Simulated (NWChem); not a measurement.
System: Si cation, doublet

NWChem input:

```
start job
memory heap 200 mb stack 900 mb global 1100 mb
charge 1
geometry units angstroms noautoz
  Si     0.000000     0.000000     0.000000
end
basis spherical
  Si library aug-pcseg-1
end
dft
  odft
  mult 2
  xc xtpss03 ctpss03
  iterations 150
  mulliken
end
task dft energy
```

Excerpt of the output:

```
             Northwest Computational Chemistry Package (NWChem) 7.3.0
             --------------------------------------------------------

                             Geometry "geometry" -> ""
                             -------------------------

 Output coordinates in angstroms (scale by  1.889725989 to convert to a.u.)

  No.       Tag          Charge          X              Y              Z
 ---- ---------------- ---------- -------------- -------------- --------------
    1 Si                  14.0000     0.00000000     0.00000000     0.00000000

 Effective nuclear repulsion energy (a.u.)       0.0000000000

                                 NWChem DFT Module
                                 -----------------

 Summary of "ao basis" -> "ao basis" (spherical)
 ------------------------------------------------------------------------------
       Tag                 Description            Shells   Functions and Types
 ---------------- ------------------------------  ------  ---------------------
 Si                       aug-pcseg-1               11       27   5s4p2d

            General Information
            -------------------
          SCF calculation type: DFT
          Wavefunction type:  spin polarized.
          No. of atoms     :     1
          No. of electrons :    13
           Alpha electrons :     7
            Beta electrons :     6
          Charge           :     1
          Spin multiplicity:     2
          Use of symmetry is: off; symmetry adaption is: off
          Maximum number of iterations: 150
          AO basis - number of functions:    27
                     number of shells:    11
          Convergence on energy requested:  1.00D-06
          Convergence on density requested:  1.00D-05
          Convergence on gradient requested:  5.00D-04

              XC Information
              --------------
                  TPSS metaGGA Exchange Functional  1.000
             TPSS03 metaGGA Correlation Functional  1.000

             Grid Information
             ----------------
          Grid used for XC integration:  medium
          Radial quadrature: Mura-Knowles
          Angular quadrature: Lebedev.
          Tag              B.-S. Rad. Rad. Pts. Rad. Cut. Ang. Pts.
          ---              ---------- --------- --------- ---------
          Si                  1.10       88          12.0       590
          Grid pruning is: on
          Number of quadrature shells:    88
          Spatial weights used:  Erf1

      Superposition of Atomic Density Guess
      -------------------------------------

 Sum of atomic energies:        -288.80787741

 Renormalizing density from      14.00 to     13

      Non-variational initial energy
      ------------------------------

 Total energy =    -275.402135
 1-e energy   =    -371.936661
 2-e energy   =      96.534525
 HOMO         =      -0.493833
 LUMO         =      -0.493833

     ---------------------------------------------
      Total Density - Mulliken Population Analysis
     ---------------------------------------------

    Atom       Charge   Shell Charges
 -----------   ------   -------------------------------------------------------
    1 Si  14    13.00   2.00  2.01  1.77  0.18  0.03  6.04  0.84  0.12  0.00  0.00  0.00

     --------------------------------------------
      Spin Density - Mulliken Population Analysis
     --------------------------------------------

    Atom       Charge   Shell Charges
 -----------   ------   -------------------------------------------------------
    1 Si  14     1.00   0.00  0.00 -0.00  0.00  0.00 -0.00  0.89  0.11  0.01  0.00  0.00

   convergence    iter        energy       DeltaE   RMS-Dens  Diis-err
 ---------------- ----- ----------------- --------- --------- ---------
 d= 0,ls=0.0,diis     1   -289.0283393587 -2.89D+02  2.25D-02  1.33D-01
                                                     2.23D-02  1.60D-01
 d= 0,ls=0.0,diis     2   -289.0691341063 -4.08D-02  4.51D-03  5.00D-03
                                                     4.24D-03  5.36D-03
 d= 0,ls=0.0,diis     3   -289.0710216190 -1.89D-03  3.40D-04  1.09D-05
                                                     3.81D-04  1.64D-05
 d= 0,ls=0.0,diis     4   -289.0710336606 -1.20D-05  4.43D-05  2.34D-07
                                                     3.72D-05  2.54D-07
 d= 0,ls=0.0,diis     5   -289.0710339254 -2.65D-07  3.91D-07  2.03D-11
                                                     1.91D-07  2.08D-11

         Total DFT energy =     -289.071033925415
      One electron energy =     -395.882702016449
           Coulomb energy =      127.373112342955
    Exchange-Corr. energy =      -20.561444251921
 Nuclear repulsion energy =        0.000000000000

 Numeric. integr. density =       13.000000000055

                    DFT Final Alpha Molecular Orbital Analysis
                    ------------------------------------------

 Vector    5  Occ=1.000000D+00  E=-3.876130D+00
              MO Center=  5.0D-16, -1.5D-15,  3.6D-16, r^2= 1.0D-01
   Bfn.  Coefficient  Atom+Function         Bfn.  Coefficient  Atom+Function
  ----- ------------  ---------------      ----- ------------  ---------------
     7      0.980363  1 Si py                 8      0.158486  1 Si pz
     6      0.068618  1 Si px

 Vector    6  Occ=1.000000D+00  E=-7.122348D-01
              MO Center=  3.0D-13,  1.3D-14,  2.7D-13, r^2= 1.4D+00
   Bfn.  Coefficient  Atom+Function         Bfn.  Coefficient  Atom+Function
  ----- ------------  ---------------      ----- ------------  ---------------
     3      0.883014  1 Si s                  2     -0.516877  1 Si s
     4      0.278496  1 Si s                  1      0.080935  1 Si s

 Vector    7  Occ=1.000000D+00  E=-4.578333D-01
              MO Center=  1.1D-13, -8.0D-14,  9.3D-14, r^2= 1.9D+00
   Bfn.  Coefficient  Atom+Function         Bfn.  Coefficient  Atom+Function
  ----- ------------  ---------------      ----- ------------  ---------------
    10      0.874358  1 Si py                 7     -0.277387  1 Si py
    13      0.220233  1 Si py                11      0.141349  1 Si pz
     9      0.061199  1 Si px                 8     -0.044843  1 Si pz
    14      0.035603  1 Si pz

 Vector    8  Occ=0.000000D+00  E=-4.294739D-01
              MO Center= -1.4D-13,  4.6D-14, -8.3D-14, r^2= 2.0D+00
   Bfn.  Coefficient  Atom+Function         Bfn.  Coefficient  Atom+Function
  ----- ------------  ---------------      ----- ------------  ---------------
     9      0.691689  1 Si px                11      0.505280  1 Si pz
     6     -0.220591  1 Si px                12      0.200091  1 Si px
     8     -0.161142  1 Si pz                14      0.146166  1 Si pz
    10     -0.130097  1 Si py                 7      0.041490  1 Si py
    13     -0.037635  1 Si py

 Vector    9  Occ=0.000000D+00  E=-4.294739D-01
              MO Center=  1.5D-13,  2.6D-15,  8.8D-14, r^2= 2.0D+00
   Bfn.  Coefficient  Atom+Function         Bfn.  Coefficient  Atom+Function
  ----- ------------  ---------------      ----- ------------  ---------------
    11      0.690168  1 Si pz                 9     -0.518330  1 Si px
     8     -0.220106  1 Si pz                14      0.199651  1 Si pz
     6      0.165304  1 Si px                12     -0.149942  1 Si px
    10     -0.075294  1 Si py

 Vector   10  Occ=0.000000D+00  E=-1.610322D-01
              MO Center=  1.1D-12,  7.4D-14,  9.7D-13, r^2= 1.0D+01
   Bfn.  Coefficient  Atom+Function         Bfn.  Coefficient  Atom+Function
  ----- ------------  ---------------      ----- ------------  ---------------
     5      1.214398  1 Si s                  3     -0.665298  1 Si s
     2      0.222876  1 Si s                  4     -0.133248  1 Si s
     1     -0.031905  1 Si s                 27     -0.027467  1 Si d  2

                     DFT Final Beta Molecular Orbital Analysis
                     -----------------------------------------

 Vector    4  Occ=1.000000D+00  E=-3.882368D+00
              MO Center= -3.9D-15, -1.7D-16,  3.3D-15, r^2= 1.0D-01
   Bfn.  Coefficient  Atom+Function         Bfn.  Coefficient  Atom+Function
  ----- ------------  ---------------      ----- ------------  ---------------
     6      0.842423  1 Si px                 8     -0.530012  1 Si pz
     7      0.026718  1 Si py

 Vector    5  Occ=1.000000D+00  E=-3.864374D+00
              MO Center=  5.8D-16, -1.2D-15,  3.4D-16, r^2= 1.0D-01
   Bfn.  Coefficient  Atom+Function         Bfn.  Coefficient  Atom+Function
  ----- ------------  ---------------      ----- ------------  ---------------
     7      0.981165  1 Si py                 8      0.158615  1 Si pz
     6      0.068675  1 Si px

 Vector    6  Occ=1.000000D+00  E=-6.722372D-01
              MO Center=  3.3D-13, -3.8D-14,  2.8D-13, r^2= 1.4D+00
   Bfn.  Coefficient  Atom+Function         Bfn.  Coefficient  Atom+Function
  ----- ------------  ---------------      ----- ------------  ---------------
     3      0.873579  1 Si s                  2     -0.513720  1 Si s
     4      0.283867  1 Si s                  1      0.080420  1 Si s
    22      0.034653  1 Si d  2

 Vector    7  Occ=0.000000D+00  E=-4.167801D-01
              MO Center=  1.6D-13,  1.5D-14, -8.4D-14, r^2= 2.0D+00
   Bfn.  Coefficient  Atom+Function         Bfn.  Coefficient  Atom+Function
  ----- ------------  ---------------      ----- ------------  ---------------
    11      0.836469  1 Si pz                 8     -0.266803  1 Si pz
    14      0.243311  1 Si pz                 9     -0.184203  1 Si px
    10     -0.122331  1 Si py                 6      0.058754  1 Si px
    12     -0.053581  1 Si px                 7      0.039019  1 Si py
    13     -0.035583  1 Si py

[...]
```

Level: TPSS/aug-pcseg-1, spin-unrestricted. The open p shell is one determinant without spherical averaging. No stability test was run on the SCF state.
